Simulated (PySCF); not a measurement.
C2H3F3.
Numbering: `[CH3:1][C:2]([F:3])([F:4])[F:5]` (hydrogens: H6, H7, H8 on C1)

Cartesian coordinates in Å at the PBE0-D3(BJ)/def2-TZVP level; atoms count from 1:
```
atom  x, y, z in Å
C1     0.5263    0.0666    0.5984
C2    -0.4455   -0.0631   -0.5329
F3     0.1421   -0.5331   -1.6425
F4    -1.4484   -0.9013   -0.2331
F5    -1.0002    1.1164   -0.8502
H6     0.0081    0.4530    1.4750
H7     1.3217    0.7537    0.3131
H8     0.9487   -0.9114    0.8241
```

The closed-shell ground state was solved at several levels (PySCF, density fitting, gas phase, non-relativistic). Geometry: PBE0-D3(BJ)/def2-TZVP; no solvent, vibrations or thermal averaging.

```json
{"level": "PBE0/aug-cc-pVTZ", "basis functions": "299", "total energy (Eh)": "-377.3429", "HOMO (eV)": "-10.96", "LUMO (eV)": "-0.09", "gap (eV)": "10.87", "dipole (D)": "2.31"}
{"level": "B97-2/pcJ-2", "basis functions": "327", "total energy (Eh)": "-377.6249", "HOMO (eV)": "-10.67", "LUMO (eV)": "0.87", "gap (eV)": "11.54", "dipole (D)": "2.32"}
{"level": "wB97X-D/aug-cc-pVTZ", "basis functions": "299", "total energy (Eh)": "-377.6110", "HOMO (eV)": "-12.89", "LUMO (eV)": "0.82", "gap (eV)": "13.71", "dipole (D)": "2.31"}
{"level": "KT3/pcSseg-2", "basis functions": "222", "total energy (Eh)": "-382.4713", "HOMO (eV)": "-9.36", "LUMO (eV)": "-0.21", "gap (eV)": "9.15", "dipole (D)": "2.23"}
{"level": "PBE0/pcSseg-2", "basis functions": "222", "total energy (Eh)": "-377.3538", "HOMO (eV)": "-10.98", "LUMO (eV)": "0.72", "gap (eV)": "11.70", "dipole (D)": "2.34"}
{"level": "PBE0/pcJ-2", "basis functions": "327", "total energy (Eh)": "-377.3666", "HOMO (eV)": "-10.98", "LUMO (eV)": "0.83", "gap (eV)": "11.81", "dipole (D)": "2.34"}
{"level": "wB97X-D/pcSseg-2", "basis functions": "222", "total energy (Eh)": "-377.6231", "HOMO (eV)": "-12.91", "LUMO (eV)": "2.43", "gap (eV)": "15.34", "dipole (D)": "2.35"}
{"level": "B97-2/pcSseg-2", "basis functions": "222", "total energy (Eh)": "-377.6114", "HOMO (eV)": "-10.67", "LUMO (eV)": "0.75", "gap (eV)": "11.42", "dipole (D)": "2.32"}
{"level": "CAM-B3LYP/aug-cc-pVTZ", "basis functions": "299", "total energy (Eh)": "-377.6152", "HOMO (eV)": "-12.53", "LUMO (eV)": "0.19", "gap (eV)": "12.72", "dipole (D)": "2.38"}
```

Task: What might B3LYP/pcJ-2 (327 basis functions) give for the same quantities?

Result: Total energy -377.7464 Eh, HOMO -10.75 eV, LUMO 0.47 eV, gap 11.22 eV, dipole 2.36 D.

Task: Over all these levels, which gives the widest orbital gap and which the narrowest?

Result: wB97X-D/pcSseg-2 (range-separated hybrid) has the widest, 15.34 eV, and KT3/pcSseg-2 (GGA) the narrowest, 9.15 eV. The two share the basis. From the narrowest to the widest the HOMO moves by -3.55 eV and the LUMO by +2.64 eV.

Task: How much does the basis alone move the frontier levels among the 3 PBE0 rows?

Result: The HOMO by 0.02 eV and the LUMO by 0.92 eV. By rising basis size (HOMO, LUMO in eV): pcSseg-2 -10.98, 0.72; aug-cc-pVTZ -10.96, -0.09; pcJ-2 -10.98, 0.83.

Task: In the pcSseg-2 basis, how does the gap go with the fixed share of exact exchange?

Result: KT3 (0 %) 9.15 eV; B97-2 (21 %) 11.42 eV; PBE0 (25 %) 11.70 eV. Each rise in the share widens the gap here.

Task: How far do the dipole and the HOMO energy spread over the levels?

Result: The dipole runs from 2.23 to 2.38 D (mean 2.33 D) and the HOMO from -12.91 to -9.36 eV.

wB97X-D is run here without its empirical dispersion term; that term would change no orbital, density or response property at a fixed geometry.
